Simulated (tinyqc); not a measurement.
CCSD on RHF in the sto-6g basis, frozen core, for H3O+, spin multiplicity 1, step by step (part 1 of 2). Computed by tinyqc, a small Python program that keeps every step (integrals from PySCF). Settings: charge = 1, multiplicity = 1, basis = sto-6g, method = RHF, frozen orbitals = 1, energy threshold = 1e-10, iteration cap = 69, orthogonalisation = canonical, start = atomic densities, DIIS depth = 6, amplitude equations = CCSD, DIIS depth for amplitudes = 0, cap on updates = 62. Command: `OMP_NUM_THREADS=1 python tinyqc.py 22592 22593 out.jsonl` (the two numbers bound the seeds that draw the settings). One thread of a shared host (Intel(R) Xeon(R) Processor @ 2.60GHz), about 0.4 s of CPU time with the checks. The early iterations of the SCF are left out here.

## One-electron integrals

Geometry (angstrom):
```
atom,x,y,z
O,0.00000,0.00000,0.08200
H,1.08200,0.00000,0.00000
H,-0.54100,0.93700,0.00000
H,-0.54100,-0.93700,0.00000
```

Basis sto-6g: exponents (1/bohr^2) and contraction coefficients of normalised primitives:
```
element,l (shell),exponent,coefficient
O,s (1),1355.58423,0.00916
O,s (1),248.54489,0.04936
O,s (1),69.53390,0.16854
O,s (1),23.88677,0.37056
O,s (1),9.27593,0.41649
O,s (1),3.82034,0.13033
O,s (2),52.18776,-0.01325
O,s (2),10.32932,-0.04699
O,s (2),3.21034,-0.03379
O,s (2),1.23514,0.25024
O,s (2),0.53642,0.59512
O,s (2),0.24588,0.24071
O,p (3),52.18776,0.00376
O,p (3),10.32932,0.03768
O,p (3),3.21034,0.17390
O,p (3),1.23514,0.41804
O,p (3),0.53642,0.42586
O,p (3),0.24588,0.10171
H,s (1),35.52322,0.00916
H,s (1),6.51314,0.04936
H,s (1),1.82214,0.16854
H,s (1),0.62596,0.37056
H,s (1),0.24308,0.41649
H,s (1),0.10011,0.13033
```

Overlap, kinetic and nuclear-attraction integrals over the contracted functions; the nuclear repulsion is the sum of Za Zb / Rab.

nuclear repulsion = 12.5515566 hartree

overlap S:
```
,1O 1s,1O 2s,1O 2px,1O 2py,1O 2pz,2H 1s,3H 1s,4H 1s
1O 1s,1.00000,0.23114,0.00000,0.00000,0.00000,0.04130,0.04131,0.04131
1O 2s,0.23114,1.00000,0.00000,0.00000,0.00000,0.39709,0.39711,0.39711
1O 2px,0.00000,0.00000,1.00000,0.00000,0.00000,0.34477,-0.17240,-0.17240
1O 2py,0.00000,0.00000,0.00000,1.00000,0.00000,0.00000,0.29859,-0.29859
1O 2pz,0.00000,0.00000,0.00000,0.00000,1.00000,-0.02613,-0.02613,-0.02613
2H 1s,0.04130,0.39709,0.34477,0.00000,-0.02613,1.00000,0.14636,0.14636
3H 1s,0.04131,0.39711,-0.17240,0.29859,-0.02613,0.14636,1.00000,0.14637
4H 1s,0.04131,0.39711,-0.17240,-0.29859,-0.02613,0.14636,0.14637,1.00000
```

kinetic energy T (hartree):
```
,1O 1s,1O 2s,1O 2px,1O 2py,1O 2pz,2H 1s,3H 1s,4H 1s
1O 1s,29.32720,-0.89602,0.00000,0.00000,0.00000,-0.00563,-0.00563,-0.00563
1O 2s,-0.89602,0.84262,0.00000,0.00000,0.00000,0.07468,0.07469,0.07469
1O 2px,0.00000,0.00000,2.53131,0.00000,0.00000,0.19384,-0.09693,-0.09693
1O 2py,0.00000,0.00000,0.00000,2.53131,0.00000,0.00000,0.16789,-0.16789
1O 2pz,0.00000,0.00000,0.00000,0.00000,2.53131,-0.01469,-0.01469,-0.01469
2H 1s,-0.00563,0.07468,0.19384,0.00000,-0.01469,0.76852,-0.00986,-0.00986
3H 1s,-0.00563,0.07469,-0.09693,0.16789,-0.01469,-0.00986,0.76852,-0.00986
4H 1s,-0.00563,0.07469,-0.09693,-0.16789,-0.01469,-0.00986,-0.00986,0.76852
```

nuclear attraction V (hartree):
```
,1O 1s,1O 2s,1O 2px,1O 2py,1O 2pz,2H 1s,3H 1s,4H 1s
1O 1s,-62.72137,-6.48946,0.00000,0.00000,0.00290,-1.32237,-1.32248,-1.32248
1O 2s,-6.48946,-10.45449,0.00001,0.00000,0.03339,-3.20611,-3.20631,-3.20631
1O 2px,0.00000,0.00001,-10.50001,0.00000,0.00000,-2.47764,1.23893,1.23893
1O 2py,0.00000,0.00000,0.00000,-10.50001,0.00000,0.00000,-2.14579,2.14579
1O 2pz,0.00290,0.03339,0.00000,0.00000,-10.36222,0.19584,0.19585,0.19585
2H 1s,-1.32237,-3.20611,-2.47764,0.00000,0.19584,-5.61974,-0.93610,-0.93610
3H 1s,-1.32248,-3.20631,1.23893,-2.14579,0.19585,-0.93610,-5.61985,-0.93619
4H 1s,-1.32248,-3.20631,1.23893,2.14579,0.19585,-0.93610,-0.93619,-5.61985
```

core Hamiltonian H = T + V (hartree):
```
,1O 1s,1O 2s,1O 2px,1O 2py,1O 2pz,2H 1s,3H 1s,4H 1s
1O 1s,-33.39417,-7.38548,0.00000,0.00000,0.00290,-1.32801,-1.32811,-1.32811
1O 2s,-7.38548,-9.61187,0.00001,0.00000,0.03339,-3.13144,-3.13162,-3.13162
1O 2px,0.00000,0.00001,-7.96870,0.00000,0.00000,-2.28380,1.14199,1.14199
1O 2py,0.00000,0.00000,0.00000,-7.96870,0.00000,0.00000,-1.97790,1.97790
1O 2pz,0.00290,0.03339,0.00000,0.00000,-7.83091,0.18115,0.18116,0.18116
2H 1s,-1.32801,-3.13144,-2.28380,0.00000,0.18115,-4.85122,-0.94596,-0.94596
3H 1s,-1.32811,-3.13162,1.14199,-1.97790,0.18116,-0.94596,-4.85133,-0.94605
4H 1s,-1.32811,-3.13162,1.14199,1.97790,0.18116,-0.94596,-0.94605,-4.85133
```

## Two-electron integrals

Functions are numbered as in S; the eight-fold symmetry (ij|kl) = (ji|kl) = (kl|ij) leaves the list below.

Two-electron integrals (ij|kl) in chemists' order, unique and non-zero (hartree):
```
i,j,k,l,(ij|kl)
1,1,1,1,4.78749
2,1,1,1,0.67588
2,1,2,1,0.12150
2,2,1,1,1.11738
2,2,2,1,0.24921
2,2,2,2,0.81738
3,1,3,1,0.02576
3,2,3,1,0.03914
3,2,3,2,0.18066
3,3,1,1,1.11738
3,3,2,1,0.24921
3,3,2,2,0.81738
3,3,3,3,0.88066
4,1,4,1,0.02576
4,2,4,1,0.03914
4,2,4,2,0.18066
4,3,4,3,0.04746
4,4,1,1,1.11738
4,4,2,1,0.24921
4,4,2,2,0.81738
4,4,3,3,0.78574
4,4,4,4,0.88066
5,1,5,1,0.02576
5,2,5,1,0.03914
5,2,5,2,0.18066
5,3,5,3,0.04746
5,4,5,4,0.04746
5,5,1,1,1.11738
5,5,2,1,0.24921
5,5,2,2,0.81738
5,5,3,3,0.78574
5,5,4,4,0.78574
5,5,5,5,0.88066
6,1,1,1,0.12864
6,1,2,1,0.02217
6,1,2,2,0.04451
6,1,3,1,0.00108
6,1,3,2,0.00212
6,1,3,3,0.04470
6,1,4,4,0.04441
6,1,5,1,-0.00008
6,1,5,2,-0.00016
6,1,5,3,-2.15e-05
6,1,5,5,0.04441
6,1,6,1,0.00412
6,2,1,1,0.32241
6,2,2,1,0.07296
6,2,2,2,0.26618
6,2,3,1,0.00584
6,2,3,2,0.04369
6,2,3,3,0.27508
6,2,4,4,0.26170
6,2,5,1,-0.00044
6,2,5,2,-0.00331
6,2,5,3,-0.00101
6,2,5,5,0.26177
6,2,6,1,0.01340
6,2,6,2,0.10935
6,3,1,1,0.23677
6,3,2,1,0.05433
6,3,2,2,0.21137
6,3,3,1,0.01175
6,3,3,2,0.07781
6,3,3,3,0.23015
6,3,4,4,0.20195
6,3,5,1,-0.00029
6,3,5,2,-0.00246
6,3,5,3,-0.00146
6,3,5,5,0.20201
6,3,6,1,0.01041
6,3,6,2,0.10555
6,3,6,3,0.11589
6,4,4,1,0.00798
6,4,4,2,0.04533
6,4,4,3,0.00895
6,4,5,4,-0.00068
6,4,6,4,0.01518
6,5,1,1,-0.01794
6,5,2,1,-0.00412
6,5,2,2,-0.01602
6,5,3,1,-0.00029
6,5,3,2,-0.00246
6,5,3,3,-0.01609
6,5,4,4,-0.01530
6,5,5,1,0.00800
6,5,5,2,0.04552
6,5,5,3,0.00900
6,5,5,5,-0.01666
6,5,6,1,-0.00079
6,5,6,2,-0.00800
6,5,6,3,-0.00763
6,5,6,5,0.01576
6,6,1,1,0.47658
6,6,2,1,0.10986
6,6,2,2,0.45936
6,6,3,1,0.01104
6,6,3,2,0.11405
6,6,3,3,0.49508
6,6,4,4,0.44135
6,6,5,1,-0.00084
6,6,5,2,-0.00864
6,6,5,3,-0.00407
6,6,5,5,0.44166
6,6,6,1,0.02036
6,6,6,2,0.24297
6,6,6,3,0.26747
6,6,6,5,-0.02027
6,6,6,6,0.77500
7,1,1,1,0.12865
7,1,2,1,0.02217
7,1,2,2,0.04451
7,1,3,1,-0.00054
7,1,3,2,-0.00106
7,1,3,3,0.04449
7,1,4,1,0.00094
7,1,4,2,0.00184
7,1,4,3,-0.00012
7,1,4,4,0.04463
7,1,5,1,-0.00008
7,1,5,2,-0.00016
7,1,5,3,1.07e-05
7,1,5,4,-1.86e-05
7,1,5,5,0.04442
7,1,6,1,0.00405
7,1,6,2,0.01286
7,1,6,3,0.00936
7,1,6,4,0.00037
7,1,6,5,-0.00076
7,1,6,6,0.01929
7,1,7,1,0.00412
7,2,1,1,0.32243
7,2,2,1,0.07297
7,2,2,2,0.26620
7,2,3,1,-0.00292
7,2,3,2,-0.02185
7,2,3,3,0.26506
7,2,4,1,0.00506
7,2,4,2,0.03784
7,2,4,3,-0.00580
7,2,4,4,0.27175
7,2,5,1,-0.00044
7,2,5,2,-0.00331
7,2,5,3,0.00051
7,2,5,4,-0.00088
7,2,5,5,0.26179
7,2,6,1,0.01286
7,2,6,2,0.08460
7,2,6,3,0.06264
7,2,6,4,0.00953
7,2,6,5,-0.00600
7,2,6,6,0.14921
7,2,7,1,0.01340
7,2,7,2,0.10936
7,3,1,1,-0.11840
7,3,2,1,-0.02717
7,3,2,2,-0.10569
7,3,3,1,0.00892
7,3,3,2,0.05346
7,3,3,3,-0.11122
7,3,4,1,-0.00163
7,3,4,2,-0.01406
7,3,4,3,0.00998
7,3,4,4,-0.10485
7,3,5,1,0.00014
7,3,5,2,0.00123
7,3,5,3,-0.00087
7,3,5,4,0.00034
7,3,5,5,-0.10101
7,3,6,1,-0.00436
7,3,6,2,-0.02307
7,3,6,3,-0.00646
7,3,6,4,-0.00197
7,3,6,5,0.00160
7,3,6,6,-0.03146
7,3,7,1,-0.00521
7,3,7,2,-0.05278
7,3,7,3,0.04036
7,4,1,1,0.20506
7,4,2,1,0.04705
7,4,2,2,0.18305
7,4,3,1,-0.00163
7,4,3,2,-0.01406
7,4,3,3,0.17713
7,4,4,1,0.01081
7,4,4,2,0.06969
7,4,4,3,-0.00834
7,4,4,4,0.19709
7,4,5,1,-0.00025
7,4,5,2,-0.00213
7,4,5,3,0.00034
7,4,5,4,-0.00126
7,4,5,5,0.17495
7,4,6,1,0.00829
7,4,6,2,0.05901
7,4,6,3,0.04341
7,4,6,4,0.01746
7,4,6,5,-0.00411
7,4,6,6,0.10564
7,4,7,1,0.00902
7,4,7,2,0.09142
7,4,7,3,-0.04361
7,4,7,4,0.09072
7,5,1,1,-0.01795
7,5,2,1,-0.00412
7,5,2,2,-0.01602
7,5,3,1,0.00014
7,5,3,2,0.00123
7,5,3,3,-0.01550
7,5,4,1,-0.00025
7,5,4,2,-0.00213
7,5,4,3,0.00034
7,5,4,4,-0.01589
7,5,5,1,0.00800
7,5,5,2,0.04552
7,5,5,3,-0.00450
7,5,5,4,0.00780
7,5,5,5,-0.01667
7,5,6,1,-0.00076
7,5,6,2,-0.00600
7,5,6,3,-0.00436
7,5,6,4,-0.00067
7,5,6,5,0.01166
7,5,6,6,-0.01148
7,5,7,1,-0.00079
7,5,7,2,-0.00800
7,5,7,3,0.00382
7,5,7,4,-0.00661
7,5,7,5,0.01576
7,6,1,1,0.09017
7,6,2,1,0.02057
7,6,2,2,0.08042
7,6,3,1,0.00067
7,6,3,2,0.00583
7,6,3,3,0.08096
7,6,4,1,0.00117
7,6,4,2,0.01010
7,6,4,3,0.00037
7,6,4,4,0.08139
7,6,5,1,-0.00020
7,6,5,2,-0.00177
7,6,5,3,-0.00021
7,6,5,4,-0.00036
7,6,5,5,0.07893
7,6,6,1,0.00372
7,6,6,2,0.03157
7,6,6,3,0.02850
7,6,6,4,0.00336
7,6,6,5,-0.00260
7,6,6,6,0.07044
7,6,7,1,0.00372
7,6,7,2,0.03157
7,6,7,3,-0.01134
7,6,7,4,0.02637
7,6,7,5,-0.00260
7,6,7,6,0.01117
7,7,1,1,0.47659
7,7,2,1,0.10986
7,7,2,2,0.45937
7,7,3,1,-0.00552
7,7,3,2,-0.05703
7,7,3,3,0.45479
7,7,4,1,0.00957
7,7,4,2,0.09877
7,7,4,3,-0.02327
7,7,4,4,0.48166
7,7,5,1,-0.00084
7,7,5,2,-0.00864
7,7,5,3,0.00204
7,7,5,4,-0.00353
7,7,5,5,0.44167
7,7,6,1,0.01929
7,7,6,2,0.14920
7,7,6,3,0.10721
7,7,6,4,0.02558
7,7,6,5,-0.01148
7,7,6,6,0.28083
7,7,7,1,0.02036
7,7,7,2,0.24298
7,7,7,3,-0.13375
7,7,7,4,0.23165
7,7,7,5,-0.02027
7,7,7,6,0.07044
7,7,7,7,0.77500
8,1,1,1,0.12865
8,1,2,1,0.02217
8,1,2,2,0.04451
8,1,3,1,-0.00054
8,1,3,2,-0.00106
8,1,3,3,0.04449
8,1,4,1,-0.00094
8,1,4,2,-0.00184
8,1,4,3,0.00012
8,1,4,4,0.04463
8,1,5,1,-0.00008
8,1,5,2,-0.00016
8,1,5,3,1.07e-05
8,1,5,4,1.86e-05
8,1,5,5,0.04442
8,1,6,1,0.00405
8,1,6,2,0.01286
8,1,6,3,0.00936
8,1,6,4,-0.00037
8,1,6,5,-0.00076
8,1,6,6,0.01929
8,1,7,1,0.00405
8,1,7,2,0.01286
8,1,7,3,-0.00500
8,1,7,4,0.00792
8,1,7,5,-0.00076
8,1,7,6,0.00360
8,1,7,7,0.01929
8,1,8,1,0.00412
8,2,1,1,0.32243
8,2,2,1,0.07297
8,2,2,2,0.26620
8,2,3,1,-0.00292
8,2,3,2,-0.02185
8,2,3,3,0.26506
8,2,4,1,-0.00506
8,2,4,2,-0.03784
8,2,4,3,0.00580
8,2,4,4,0.27175
8,2,5,1,-0.00044
8,2,5,2,-0.00331
8,2,5,3,0.00051
8,2,5,4,0.00088
8,2,5,5,0.26179
8,2,6,1,0.01286
8,2,6,2,0.08460
8,2,6,3,0.06264
8,2,6,4,-0.00953
8,2,6,5,-0.00600
8,2,6,6,0.14921
8,2,7,1,0.01286
8,2,7,2,0.08461
8,2,7,3,-0.03957
8,2,7,4,0.04949
8,2,7,5,-0.00600
8,2,7,6,0.02511
8,2,7,7,0.14921
8,2,8,1,0.01340
8,2,8,2,0.10936
8,3,1,1,-0.11840
8,3,2,1,-0.02717
8,3,2,2,-0.10569
8,3,3,1,0.00892
8,3,3,2,0.05346
8,3,3,3,-0.11122
8,3,4,1,0.00163
8,3,4,2,0.01406
8,3,4,3,-0.00998
8,3,4,4,-0.10485
8,3,5,1,0.00014
8,3,5,2,0.00123
8,3,5,3,-0.00087
8,3,5,4,-0.00034
8,3,5,5,-0.10101
8,3,6,1,-0.00436
8,3,6,2,-0.02307
8,3,6,3,-0.00646
8,3,6,4,0.00197
8,3,6,5,0.00160
8,3,6,6,-0.03146
8,3,7,1,-0.00500
8,3,7,2,-0.03957
8,3,7,3,0.02943
8,3,7,4,-0.02269
8,3,7,5,0.00276
8,3,7,6,-0.00885
8,3,7,7,-0.07576
8,3,8,1,-0.00521
8,3,8,2,-0.05278
8,3,8,3,0.04036
8,4,1,1,-0.20506
8,4,2,1,-0.04705
8,4,2,2,-0.18305
8,4,3,1,0.00163
8,4,3,2,0.01406
8,4,3,3,-0.17713
8,4,4,1,0.01081
8,4,4,2,0.06969
8,4,4,3,-0.00834
8,4,4,4,-0.19709
8,4,5,1,0.00025
8,4,5,2,0.00213
8,4,5,3,-0.00034
8,4,5,4,-0.00126
8,4,5,5,-0.17495
8,4,6,1,-0.00829
8,4,6,2,-0.05901
8,4,6,3,-0.04341
8,4,6,4,0.01746
8,4,6,5,0.00411
8,4,6,6,-0.10564
8,4,7,1,-0.00792
8,4,7,2,-0.04949
8,4,7,3,0.02269
8,4,7,4,-0.01842
8,4,7,5,0.00344
8,4,7,6,-0.01533
8,4,7,7,-0.08006
8,4,8,1,-0.00902
8,4,8,2,-0.09142
8,4,8,3,0.04361
8,4,8,4,0.09072
8,5,1,1,-0.01795
8,5,2,1,-0.00412
8,5,2,2,-0.01602
8,5,3,1,0.00014
8,5,3,2,0.00123
8,5,3,3,-0.01550
8,5,4,1,0.00025
8,5,4,2,0.00213
8,5,4,3,-0.00034
8,5,4,4,-0.01589
8,5,5,1,0.00800
8,5,5,2,0.04552
8,5,5,3,-0.00450
8,5,5,4,-0.00780
8,5,5,5,-0.01667
8,5,6,1,-0.00076
8,5,6,2,-0.00600
8,5,6,3,-0.00436
8,5,6,4,0.00067
8,5,6,5,0.01166
8,5,6,6,-0.01148
8,5,7,1,-0.00076
8,5,7,2,-0.00600
8,5,7,3,0.00276
8,5,7,4,-0.00344
8,5,7,5,0.01166
8,5,7,6,-0.00200
8,5,7,7,-0.01148
8,5,8,1,-0.00079
8,5,8,2,-0.00800
8,5,8,3,0.00382
8,5,8,4,0.00661
8,5,8,5,0.01576
8,6,1,1,0.09017
8,6,2,1,0.02057
8,6,2,2,0.08042
8,6,3,1,0.00067
8,6,3,2,0.00583
8,6,3,3,0.08096
8,6,4,1,-0.00117
8,6,4,2,-0.01010
8,6,4,3,-0.00037
8,6,4,4,0.08139
8,6,5,1,-0.00020
8,6,5,2,-0.00177
8,6,5,3,-0.00021
8,6,5,4,0.00036
8,6,5,5,0.07893
8,6,6,1,0.00372
8,6,6,2,0.03157
8,6,6,3,0.02850
8,6,6,4,-0.00336
8,6,6,5,-0.00260
8,6,6,6,0.07044
8,6,7,1,0.00360
8,6,7,2,0.02511
8,6,7,3,-0.00885
8,6,7,4,0.01533
8,6,7,5,-0.00200
8,6,7,6,0.00899
8,6,7,7,0.04529
8,6,8,1,0.00372
8,6,8,2,0.03157
8,6,8,3,-0.01134
8,6,8,4,-0.02637
8,6,8,5,-0.00260
8,6,8,6,0.01117
8,7,1,1,0.09018
8,7,2,1,0.02058
8,7,2,2,0.08043
8,7,3,1,-0.00135
8,7,3,2,-0.01166
8,7,3,3,0.08161
8,7,4,4,0.08075
8,7,5,1,-0.00020
8,7,5,2,-0.00177
8,7,5,3,0.00042
8,7,5,5,0.07893
8,7,6,1,0.00360
8,7,6,2,0.02511
8,7,6,3,0.01771
8,7,6,5,-0.00200
8,7,6,6,0.04529
8,7,7,1,0.00372
8,7,7,2,0.03157
8,7,7,3,-0.01717
8,7,7,4,0.02301
8,7,7,5,-0.00260
8,7,7,6,0.00899
8,7,7,7,0.07045
8,7,8,1,0.00372
8,7,8,2,0.03157
8,7,8,3,-0.01717
8,7,8,4,-0.02301
8,7,8,5,-0.00260
8,7,8,6,0.00899
8,7,8,7,0.01118
8,8,1,1,0.47659
8,8,2,1,0.10986
8,8,2,2,0.45937
8,8,3,1,-0.00552
8,8,3,2,-0.05703
8,8,3,3,0.45479
8,8,4,1,-0.00957
8,8,4,2,-0.09877
8,8,4,3,0.02327
8,8,4,4,0.48166
8,8,5,1,-0.00084
8,8,5,2,-0.00864
8,8,5,3,0.00204
8,8,5,4,0.00353
8,8,5,5,0.44167
8,8,6,1,0.01929
8,8,6,2,0.14920
8,8,6,3,0.10721
8,8,6,4,-0.02558
8,8,6,5,-0.01148
8,8,6,6,0.28083
8,8,7,1,0.01929
8,8,7,2,0.14921
8,8,7,3,-0.07576
8,8,7,4,0.08006
8,8,7,5,-0.01148
8,8,7,6,0.04529
8,8,7,7,0.28084
8,8,8,1,0.02036
8,8,8,2,0.24298
8,8,8,3,-0.13375
8,8,8,4,-0.23165
8,8,8,5,-0.02027
8,8,8,6,0.07044
8,8,8,7,0.07045
8,8,8,8,0.77500
```

## Orthogonalisation

S = U s U^T; canonical form X = U s^(-1/2), so that X^T S X = 1. Each column of U has its largest component positive (the first on a tie).

eigenvalues of S: 0.40965  0.49825  0.49826  0.97733  1.00912  1.35537  1.35538  1.89663

X:
```
,1,2,3,4,5,6,7,8
1O 1s,-0.36270,0.00000,-0.00005,0.80889,0.50526,0.00000,0.00001,0.16078
1O 2s,1.21006,0.00000,0.00014,0.00486,0.07219,0.00000,0.00002,0.45629
1O 2px,-0.00013,0.00000,0.91221,0.00000,0.00000,0.00000,0.65718,-0.00002
1O 2py,0.00000,0.91221,0.00000,0.00000,0.00000,0.65719,0.00000,0.00000
1O 2pz,-0.07028,0.00000,-0.00001,-0.54303,0.83783,0.00000,0.00000,-0.02730
2H 1s,-0.52913,0.00000,-0.88506,-0.15704,-0.09748,0.00000,0.45161,0.31221
3H 1s,-0.52932,-0.76645,0.44244,-0.15703,-0.09748,0.39109,-0.22579,0.31223
4H 1s,-0.52932,0.76645,0.44244,-0.15703,-0.09748,-0.39109,-0.22579,0.31223
```

Within a degenerate level the vectors are fixed only up to a rotation; this is one choice.

## Iteration 8 (converged): orbitals

converged F (hartree):
```
,1O 1s,1O 2s,1O 2px,1O 2py,1O 2pz,2H 1s,3H 1s,4H 1s
1O 1s,-21.04547,-5.08652,0.00000,0.00000,0.00524,-0.91520,-0.91527,-0.91527
1O 2s,-5.08652,-2.78536,0.00001,0.00000,0.02115,-0.98517,-0.98523,-0.98523
1O 2px,0.00000,0.00001,-0.80273,0.00000,0.00000,-0.58697,0.29350,0.29350
1O 2py,0.00000,0.00000,0.00000,-0.80274,0.00000,0.00000,-0.50834,0.50834
1O 2pz,0.00524,0.02115,0.00000,0.00000,-0.84762,0.05475,0.05475,0.05475
2H 1s,-0.91520,-0.98517,-0.58697,0.00000,0.05475,-0.72838,-0.26409,-0.26409
3H 1s,-0.91527,-0.98523,0.29350,-0.50834,0.05475,-0.26409,-0.72842,-0.26412
4H 1s,-0.91527,-0.98523,0.29350,0.50834,0.05475,-0.26409,-0.26412,-0.72842
```

Diagonalise F' = X^T F X, C = X C', fill 5 alpha and 5 beta electrons from the bottom; D = 2 C_occ C_occ^T. Each column has its largest component positive (the first on a tie).

F' = X^T F X (hartree):
```
,1,2,3,4,5,6,7,8
1,-0.70179,0.00000,-0.00016,2.46673,1.53867,0.00000,0.00004,0.30194
2,0.00000,0.20817,0.00000,0.00000,0.00000,-0.05350,0.00000,0.00000
3,-0.00016,0.00000,0.20815,0.00045,0.00028,0.00000,-0.05351,0.00009
4,2.46673,0.00000,0.00045,-13.42770,-8.12605,0.00000,-0.00026,-4.90208
5,1.53867,0.00000,0.00028,-8.12605,-6.09675,0.00000,-0.00017,-3.17217
6,0.00000,-0.05350,0.00000,0.00000,0.00000,-1.01135,0.00000,0.00000
7,0.00004,0.00000,-0.05351,-0.00026,-0.00017,0.00000,-1.01135,-0.00010
8,0.30194,0.00000,0.00009,-4.90208,-3.17217,0.00000,-0.00010,-3.35960
```

orbital energies (hartree): MO1 -21.04849, MO2 -1.68275, MO3 -1.01369, MO4 -1.01369, MO5 -0.84893, MO6 -0.00566, MO7 0.21050, MO8 0.21051

coefficients C:
```
,MO1,MO2,MO3,MO4,MO5,MO6,MO7,MO8
1O 1s,0.99673,-0.23005,0.00000,0.00000,-0.01457,-0.14274,-0.00001,0.00000
1O 2s,0.01518,0.89553,0.00000,0.00002,0.07701,0.93250,0.00010,0.00000
1O 2px,0.00000,-0.00001,0.00000,0.69646,0.00000,0.00006,-0.88259,0.00000
1O 2py,0.00000,0.00000,0.69646,0.00000,0.00000,0.00000,0.00000,0.88259
1O 2pz,-0.00046,-0.02501,0.00000,0.00000,0.99587,-0.10073,-0.00001,0.00000
2H 1s,-0.00256,0.09749,0.00000,0.41245,-0.02923,-0.63363,0.90385,0.00000
3H 1s,-0.00256,0.09750,0.35719,-0.20622,-0.02923,-0.63353,-0.45201,-0.78282
4H 1s,-0.00256,0.09750,-0.35719,-0.20622,-0.02923,-0.63353,-0.45201,0.78282
```

D after iteration 8:
```
,1O 1s,1O 2s,1O 2px,1O 2py,1O 2pz,2H 1s,3H 1s,4H 1s
1O 1s,2.09322,-0.38401,0.00000,0.00000,-0.01843,-0.04911,-0.04911,-0.04911
1O 2s,-0.38401,1.61627,0.00002,0.00000,0.10857,0.17005,0.17004,0.17004
1O 2px,0.00000,0.00002,0.97013,0.00000,0.00000,0.57451,-0.28726,-0.28726
1O 2py,0.00000,0.00000,0.00000,0.97013,0.00000,0.00000,0.49754,-0.49754
1O 2pz,-0.01843,0.10857,0.00000,0.00000,1.98477,-0.06309,-0.06309,-0.06309
2H 1s,-0.04911,0.17005,0.57451,0.00000,-0.06309,0.36095,-0.14938,-0.14938
3H 1s,-0.04911,0.17004,-0.28726,0.49754,-0.06309,-0.14938,0.36096,-0.14938
4H 1s,-0.04911,0.17004,-0.28726,-0.49754,-0.06309,-0.14938,-0.14938,0.36096
```

Within a degenerate level the vectors are fixed only up to a rotation; this is one choice.

## Convergence

Stop when the energy changes by less than 1e-10 hartree and every element of the error matrix X^T (F D S - S D F) X is below 3e-06.

Course of the cycle:
```
iteration,E (hartree),change,largest element of the error matrix
1,-71.8541634,-,1.55e+00
2,-75.8721611,-4.02e+00,4.03e-01
3,-76.0107338,-1.39e-01,4.40e-02
4,-76.0116413,-9.07e-04,8.63e-03
5,-76.0116804,-3.92e-05,2.68e-04
6,-76.0116806,-1.38e-07,6.25e-05
7,-76.0116806,-3.89e-09,4.93e-06
8,-76.0116806,-2.97e-11,5.11e-09
```

PySCF RHF in the same basis = -76.0116806 hartree

Converged in 8 iterations.
